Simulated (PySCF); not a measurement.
Potential energy curve for CS2, SMILES S=C=S. The C1–S3 bond (C1 also carries S; S3 carries nothing else) is pulled apart rigidly from the PBE0/def2-TZVP optimised geometry.

UHF/6-31G (PySCF); RHF/6-31G (PySCF); UKS-BHandHLYP = unrestricted BHandHLYP/6-31G run with PySCF; RKS-BHandHLYP = restricted BHandHLYP/6-31G (PySCF 2.14.0); UKS-M06-2X = unrestricted M06-2X/6-31G (PySCF); RKS-M06-2X = restricted M06-2X/6-31G in PySCF; UKS-CAM-B3LYP = PySCF with unrestricted CAM-B3LYP/6-31G; RKS-CAM-B3LYP = restricted CAM-B3LYP/6-31G run with PySCF 2.14.0.

Scanned distances (Å): 1.24, 1.31, 1.40, 1.45, 1.49, 1.55, 1.61, 1.66, 1.70, 1.80, 1.91, 2.08, 2.34, 2.55, 2.81, 3.07, 3.38, 3.82, 4.21, 4.69, 5.45.

### Question
Where does the unrestricted solution first break spin symmetry (<S²> of 0.01 or more)?

### Answer
UHF: between 2.08 and 2.34 Å; UKS-BHandHLYP: between 2.08 and 2.34 Å; UKS-M06-2X: between 2.34 and 2.55 Å; UKS-CAM-B3LYP: between 2.08 and 2.34 Å.

| R / Å | <S²> UHF | E(RHF) − E(UHF) / eV | <S²> UKS-BHandHLYP | E(RKS-BHandHLYP) − E(UKS-BHandHLYP) / eV | <S²> UKS-M06-2X | E(RKS-M06-2X) − E(UKS-M06-2X) / eV | <S²> UKS-CAM-B3LYP | E(RKS-CAM-B3LYP) − E(UKS-CAM-B3LYP) / eV |
|---|---|---|---|---|---|---|---|---|
| 1.24 | 0.00 | 0.000 | 0.00 | 0.000 | 0.00 | 0.000 | 0.00 | 0.000 |
| 1.31 | 0.00 | 0.000 | 0.00 | 0.000 | 0.00 | 0.000 | 0.00 | 0.000 |
| 1.40 | 0.00 | 0.000 | 0.00 | 0.000 | 0.00 | 0.000 | 0.00 | 0.000 |
| 1.45 | 0.00 | 0.000 | 0.00 | 0.000 | 0.00 | 0.000 | 0.00 | 0.000 |
| 1.49 | 0.00 | 0.000 | 0.00 | 0.000 | 0.00 | 0.000 | 0.00 | 0.000 |
| 1.55 | 0.00 | 0.000 | 0.00 | 0.000 | 0.00 | 0.000 | 0.00 | 0.000 |
| 1.61 | 0.00 | 0.000 | 0.00 | 0.000 | 0.00 | 0.000 | 0.00 | 0.000 |
| 1.66 | 0.00 | 0.000 | 0.00 | 0.000 | 0.00 | 0.000 | 0.00 | 0.000 |
| 1.70 | 0.00 | 0.000 | 0.00 | 0.000 | 0.00 | 0.000 | 0.00 | 0.000 |
| 1.80 | 0.00 | 0.000 | 0.00 | 0.000 | 0.00 | 0.000 | 0.00 | 0.000 |
| 1.91 | 0.00 | 0.000 | 0.00 | 0.000 | 0.00 | 0.000 | 0.00 | 0.000 |
| 2.08 | 0.00 | 0.000 | 0.00 | 0.000 | 0.00 | 0.000 | 0.00 | 0.000 |
| 2.34 | 0.55 | 0.129 | 0.24 | 0.017 | 0.00 | 0.000 | 0.13 | 0.005 |
| 2.55 | 0.85 | 0.467 | 0.74 | 0.271 | 0.61 | 0.130 | 0.70 | 0.233 |
| 2.81 | 0.96 | 0.839 | 0.92 | 0.630 | 0.89 | 0.445 | 0.91 | 0.592 |
| 3.07 | 0.99 | 1.085 | 0.98 | 0.885 | 0.96 | 0.686 | 0.97 | 0.853 |
| 3.38 | 1.00 | 1.247 | 0.99 | 1.063 | 0.99 | 0.868 | 0.99 | 1.040 |
| 3.82 | 1.00 | 1.352 | 1.00 | 1.181 | 1.00 | 0.993 | 1.00 | 1.167 |
| 4.21 | 1.00 | 1.390 | 1.00 | 1.223 | 1.00 | 1.029 | 1.00 | 1.214 |
| 4.69 | 1.00 | 1.412 | 1.00 | 1.246 | 1.00 | 1.049 | 1.00 | 1.238 |
| 5.45 | 1.00 | 1.425 | 1.00 | 1.260 | 1.00 | 1.063 | 1.00 | 1.252 |
